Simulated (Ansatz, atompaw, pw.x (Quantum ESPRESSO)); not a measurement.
What a changed setting does to a pw.x run (bcc W)

Potential: PAW, atompaw 4.2.0.5, PBE; core [Kr] 4d10 4f14, reference 5s2 5p6 5d4 6s2 6p0; waves: 5s (bound); 6s (bound); 5p (bound); 6p (bound, empty); 5d (bound); 5d channel at 2.65 Ry; local part: ultrasoft scheme with l = 3 at 0 Ry, radius 2.25 bohr; core correction: smooth core density matched at 1.50 bohr; augmentation: besselshape compensation charge, radius 2.20 bohr; PAW radius 2.70 bohr; waves and projectors: bloechl.

The reference run (k-mesh 14³, cutoffs 45/450 Ry, Fermi–Dirac 0.01 Ry, mixing_beta 0.4, conv_thr 1e-9, no spin) gives -0.23 GPa at 16.130 Å³/atom, where all-electron LAPW gives 0.30 GPa. This run, with its own iteration cap, changes startingwfc to random.

```
&control
  calculation='scf', prefix='x', pseudo_dir='./', outdir='./tmp', tstress=.true., disk_io='none'
/
&system
  ibrav=0, nat=1, ntyp=1, ecutwfc=45, ecutrho=450, nbnd=15,
  occupations='smearing', smearing='fd', degauss=0.01
/
&electrons
  conv_thr=1e-09, mixing_beta=0.4, electron_maxstep=60, startingwfc='random'
/
ATOMIC_SPECIES
W 1.0 W.UPF
CELL_PARAMETERS angstrom
  -1.59168867 1.59168867 1.59168867
  1.59168867 -1.59168867 1.59168867
  1.59168867 1.59168867 -1.59168867
ATOMIC_POSITIONS crystal
W 0.0000 0.0000 0.0000
K_POINTS automatic
14 14 14 0 0 0
```

```bash
pw.x < W.scf.in > W.scf.out
```

Q: How does the run end?

A: It converges in 7 iterations; the free energy moves by +0.0 meV/atom and the pressure by +0.00 GPa. The result is that of the reference run.

```
Message from routine setup:
     using ibrav=0 with symmetry is DISCOURAGED, use correct ibrav instead
     lattice parameter (alat)  =       5.2098  a.u.
     unit-cell volume          =     108.8506 (a.u.)^3
     number of electrons       =        14.00
     number of Kohn-Sham states=           15
     kinetic-energy cutoff     =      45.0000  Ry
     charge density cutoff     =     450.0000  Ry
     scf convergence threshold =      1.0E-09
     Exchange-correlation= SLA PW PBX PBC
     number of k points=   104  Fermi-Dirac smearing, width (Ry)=  0.0100
     iteration #  1     ecut=    45.00 Ry     beta= 0.40
     total energy              =    -760.25390208 Ry
     estimated scf accuracy    <       0.04667914 Ry
     iteration #  2     ecut=    45.00 Ry     beta= 0.40
     total energy              =    -760.25966897 Ry
     estimated scf accuracy    <       0.00536186 Ry
     iteration #  3     ecut=    45.00 Ry     beta= 0.40
     total energy              =    -760.26147692 Ry
     estimated scf accuracy    <       0.00084443 Ry
     iteration #  4     ecut=    45.00 Ry     beta= 0.40
     total energy              =    -760.26150769 Ry
     estimated scf accuracy    <       0.00000643 Ry
     iteration #  5     ecut=    45.00 Ry     beta= 0.40
     total energy              =    -760.26150882 Ry
     estimated scf accuracy    <       0.00000061 Ry
     iteration #  6     ecut=    45.00 Ry     beta= 0.40
     total energy              =    -760.26150882 Ry
     estimated scf accuracy    <       0.00000003 Ry
     iteration #  7     ecut=    45.00 Ry     beta= 0.40
     the Fermi energy is    21.4512 ev
!    total energy              =    -760.26150882 Ry
     estimated scf accuracy    <          5.2E-10 Ry
     smearing contrib. (-TS)   =      -0.00240092 Ry
     The total energy is F=E-TS. E is the sum of the following terms:
     one-electron contribution =     -11.17310538 Ry
     hartree contribution      =      19.77965464 Ry
     xc contribution           =     -19.83828235 Ry
     ewald contribution        =    -118.57114108 Ry
     one-center paw contrib.   =    -630.45623373 Ry
     convergence has been achieved in   7 iterations
          total   stress  (Ry/bohr**3)                   (kbar)     P=       -2.25
     Message from routine punch:
     Nothing written, as per user request (disk_io='none')
```

The run took about 7.1 s on one core of a shared host (AMD EPYC 9R45 96-Core Processor, 96 threads, 376 GiB, load 20).
